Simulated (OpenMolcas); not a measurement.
# One shape, several levels: BH5S (SMILES [BH3-][SH2+])

Wanted: a comparison of 6 runs (HF/STO-3G, HF/3-21G, PBE0/def2-SVP, BLYP/def2-SVPD, SOS-MP2/ANO-RCC-VTZP, CCSD/MIDI) of BH5S. 

The results are computed with OpenMolcas 26.06.

2 further runs of the same task are left out: 1 that didn't finish, 1 set aside as unsound or not needed.

### 1 Starting point

BH5S: 7 atoms, total charge 0, spin state singlet. SMILES: `[BH3-][SH2+]`. The coordinates come from a PBE0-D4/def2-TZVP relaxation.

Bond lengths: B1–S2 1.975 Å, B1–H3 1.207 Å, B1–H4 1.203 Å, B1–H5 1.207 Å, S2–H6 1.346 Å, S2–H7 1.346 Å. Angles: B1–S2–H6 103.7°, B1–S2–H7 103.7°, S2–B1–H3 100.3°, S2–B1–H4 107.0°, S2–B1–H5 100.3°, H6–S2–H7 92.5°, H3–B1–H4 116.2°, H3–B1–H5 113.7°, H4–B1–H5 116.2°.

### 2 Energy and gradient at HF/STO-3G (run 1)

test.input reads:

```
* BH5S Hartree-Fock
>>> EXPORT MOLCAS_PRINT=2

&GATEWAY
  BasLib=$CurrDir
  Coord
  7
  angstrom
  B       -0.525600      -0.461500      -0.504300
  S        0.568600       0.977600       0.290900
  H       -1.623200       0.036400      -0.431500
  H       -0.344400      -1.447600       0.159700
  H       -0.075400      -0.482100      -1.624500
  H        0.286000       0.903800       1.604900
  H        1.775400       0.405500       0.458900
  Basis=STO-3G
  Group=NoSym

&SEWARD

&SCF
  Thresholds=1e-10 1e-07 1e-07 1e-05
  PrOrbitals=0

&ALASKA
```

The basis set STO-3G is read from a file made from the Basis Set Exchange's data (not shown).

Started as:

```console
$ export MOLCAS_MEM=1860
$ pymolcas test.input > test.log
```

Standard output:

```text
--- Start Module: gateway ---
[...]
--- Stop Module: gateway /rc=_RC_ALL_IS_WELL_ ---
[...]
      Basis functions           19
[...]
--- Start Module: scf ---
[...]
       Convergence after   9 Iterations
[...]
::    Total SCF energy                               -420.4206531164
[...]
      Total spin, S                                     0.0000000000
[...]
      Total electronic charge=   26.000000
      Total            charge=   -0.000000
[...]
      Dipole Moment (debye):
      Origin of the operator (angstrom)=    0.2585    0.5328    0.0816
                   X=  3.0481E+00               Y=  2.4054E+00               Z=  2.9123E+00           Total=  4.8537E+00
      Quadrupole Moment (debye*angstrom):
[...]
--- Stop Module: scf /rc=_RC_ALL_IS_WELL_ ---
--- Start Module: alaska ---
[...]
 *              Molecular gradients               *
 **************************************************
  Irreducible representation: a
 ------------------------------------------------------------------------------------------
                              X                       Y                       Z
 ------------------------------------------------------------------------------------------
  B1                1.81789436735760E-02    1.04282026109206E-02    1.90078885150935E-02
  S2               -1.67169037258081E-02   -4.51183380118181E-03   -1.97543052276403E-02
  H3               -2.51184183581277E-02    1.66867476056023E-02    1.37652829152290E-03
  H4                3.11988290711132E-03   -2.37074018101882E-02    1.43864776237086E-02
  H5                1.20962729541712E-02    4.20561526495700E-03   -2.73510600159925E-02
  H6                1.20006203830203E-03   -5.48548772481894E-04    8.48973697890276E-03
  H7                7.24016051078769E-03   -2.55278109764268E-03    3.84473383440387E-03
 ------------------------------------------------------------------------------------------
--- Stop Module: alaska /rc=_RC_ALL_IS_WELL_ ---
[...]
```

Run time: 1.5 s. Hardware: 1 thread of Arm Neoverse V2, shared host; peak memory 0.37 GiB.

### 3 Energy and forces at HF/3-21G (run 2)

mol.xyz reads:

```xyz
7

B     -0.525600    -0.461500    -0.504300
S      0.568600     0.977600     0.290900
H     -1.623200     0.036400    -0.431500
H     -0.344400    -1.447600     0.159700
H     -0.075400    -0.482100    -1.624500
H      0.286000     0.903800     1.604900
H      1.775400     0.405500     0.458900
```

mol.input reads:

```
* BH5S Hartree-Fock
>>> EXPORT MOLCAS_PRINT=2

&GATEWAY
  BasLib=$CurrDir
  Coord=mol.xyz
  Basis=3-21G
  Group=NoSym

&SEWARD

&SCF
  Thresholds=1e-10 1e-07 1e-07 1e-05
  PrOrbitals=1

&ALASKA
```

The basis set 3-21G is read from a file made from the Basis Set Exchange's data (not shown).

Started as:

```console
$ export MOLCAS_MEM=1860
$ pymolcas mol.input > mol.log
```

Standard output:

```text
--- Start Module: gateway ---
[...]
--- Stop Module: gateway /rc=_RC_ALL_IS_WELL_ ---
[...]
      Basis functions           32
[...]
--- Start Module: scf ---
[...]
       Convergence after  11 Iterations
[...]
::    Total SCF energy                               -422.9350079530
[...]
      Total spin, S                                     0.0000000000
[...]
      Total electronic charge=   26.000000
      Total            charge=   -0.000000
[...]
      Dipole Moment (debye):
      Origin of the operator (angstrom)=    0.2585    0.5328    0.0816
                   X=  2.6945E+00               Y=  1.5574E+00               Z=  2.8221E+00           Total=  4.2012E+00
      Quadrupole Moment (debye*angstrom):
[...]
--- Stop Module: scf /rc=_RC_ALL_IS_WELL_ ---
--- Start Module: alaska ---
[...]
 *              Molecular gradients               *
 **************************************************
  Irreducible representation: a
 ------------------------------------------------------------------------------------------
                              X                       Y                       Z
 ------------------------------------------------------------------------------------------
  B1                2.31317072835766E-02    2.18098171268708E-02    2.05348802054391E-02
  S2               -2.46358529285645E-02   -2.16892859413980E-02   -2.25630947088322E-02
  H3               -2.12109295339635E-03    4.52563763831249E-03    3.46531021178369E-04
  H4               -1.29864931764964E-04   -3.09749761570943E-03    1.19533669179495E-03
  H5                2.44032289328133E-03    2.98516770563484E-03   -3.20644627445965E-03
  H6                4.65391286253980E-03   -3.60994073905097E-03   -1.23122106880214E-03
  H7               -3.33913222567350E-03   -9.23898174653992E-04    4.92401413368648E-03
 ------------------------------------------------------------------------------------------
--- Stop Module: alaska /rc=_RC_ALL_IS_WELL_ ---
[...]
```

Run time: 1.6 s. Hardware: 1 thread of Arm Neoverse V2, shared host; peak memory 0.37 GiB.

Runs 3 to 5 aren't shown in full; the table further down has their settings and results.

### 4 A single-point energy at CCSD/MIDI (run 6)

job.input reads:

```
&GATEWAY
BasLib
$CurrDir
BasisSet
B.MIDI....
B1 -0.525600 -0.461500 -0.504300 angstrom
End of Basis
BasisSet
S.MIDI....
S2 0.568600 0.977600 0.290900 angstrom
End of Basis
BasisSet
H.MIDI....
H3 -1.623200 0.036400 -0.431500 angstrom
H4 -0.344400 -1.447600 0.159700 angstrom
H5 -0.075400 -0.482100 -1.624500 angstrom
H6 0.286000 0.903800 1.604900 angstrom
H7 1.775400 0.405500 0.458900 angstrom
End of Basis
&SEWARD
&SCF
Iterations
30
PrOrbitals
1 1
&RASSCF
FileOrb
$Project.ScfOrb
Spin
1
Nactel
0 0 0
Inactive
13
Ras2
0
OutOrbitals
Canonical
OrbListing
NoCore
&MOTRA
JobIph
Frozen
5
&CCSDT
CCSD
Iterations
50
Accuracy
1e-09
Extrapolation
5 4
```

The basis set MIDI is read from a file made from the Basis Set Exchange's data (not shown).

Started as:

```console
$ export MOLCAS_MEM=1860
$ pymolcas job.input > job.log
```

Standard output:

```text
--- Start Module: gateway ---
[...]
--- Stop Module: gateway /rc=_RC_ALL_IS_WELL_ ---
[...]
      Basis functions           32
[...]
       Convergence after   9 Iterations
[...]
::    Total SCF energy                               -422.9384792832
[...]
      Total spin, S                                     0.0000000000
[...]
      Number of active orbitals                  0
[...]
      Spin quantum number                      0.0
[...]
      Active orbitals                            0
[...]
      Number of CSFs                             1
[...]
      Number of root(s) required                 1
[...]
      Convergence after  4 iterations
[...]
      Natural orbitals and occupation numbers for root  1
      ************************************************************************************************************************
      *                                                    Final results                                                     *
      ************************************************************************************************************************
[...]
::    RASSCF root number  1 Total energy:   -422.93847928
[...]
      Total electronic charge=   26.000000
      Total            charge=   -0.000000
[...]
      Dipole Moment (debye):
      Origin of the operator (angstrom)=    0.2585    0.5328    0.0816
                   X=  2.9158E+00               Y=  1.3447E+00               Z=  3.2020E+00           Total=  4.5346E+00
      Quadrupole Moment (debye*angstrom):
[...]
--- Start Module: motra ---
[...]
      *** WARNING: Default frozen orbitals is overwritten by user input.
      *** Default values:   6
[...]
--- Stop Module: motra /rc=_RC_ALL_IS_WELL_ ---
--- Start Module: ccsdt ---
[...]
      Convergence after                    15  Iterations
      Total energy (diff) :    -423.08331710      -0.00000000
[...]
--- Stop Module: ccsdt /rc=_RC_ALL_IS_WELL_ ---
[...]
```

It took 2.1 s on 1 thread of Arm Neoverse V2, shared host; peak memory 0.37 GiB.

### 5 The series

```csv
run,level,integration grid,integral approximation,energy (Eh),dipole moment (D) of the reference,HOMO energy (eV),LUMO energy (eV),wall time
1,HF/STO-3G,–,none,-420.420653,4.85,-10.00,9.98,1.5 s
2,HF/3-21G,–,none,-422.935008,4.20,-11.72,3.80,1.6 s
3,PBE0/def2-SVP,UltraFine,none,-425.687292,4.27,-8.23,0.02,13 s
4,BLYP/def2-SVPD,UltraFine,none,-425.840713,3.76,-6.95,-1.27,25 s
5,"SOS-MP2/ANO-RCC-VTZP (DKH2, Cholesky decomposition)",–,CD medium,-426.550747,3.94,-11.66,1.00,23 s
6,CCSD/MIDI,–,none,-423.083317,4.53,-11.79,4.29,2.1 s
```

### 6 Results

```
                                          quantity          value
                               run 6: total energy  -423.08332 Eh
         run 6: dipole moment (mean-field density)         4.53 D
        run 6: HOMO energy (Hartree–Fock orbitals)      -11.79 eV
        run 6: LUMO energy (Hartree–Fock orbitals)        4.29 eV
      run 6: HOMO–LUMO gap (Hartree–Fock orbitals)       16.08 eV
run 6: correlation energy (5 core orbitals frozen)     -144.8 mEh
```

What this shows: Over runs 1, 2, 3, 4 the dipole moment (its size) runs from 3.76 D (BLYP/def2-SVPD) to 4.85 D (HF/STO-3G). The two ends differ in method and basis. Over runs 1, 2, 3, 4 the HOMO–LUMO gap runs from 5.67 eV (BLYP/def2-SVPD) to 19.98 eV (HF/STO-3G). Totals of different functionals can't be ranked against each other. Some runs of one species differ in core potentials or relativity; totals across that change don't compare. In run 1 the basis is minimal, so the values are rough. All runs together took 66 s, the longest 25 s.
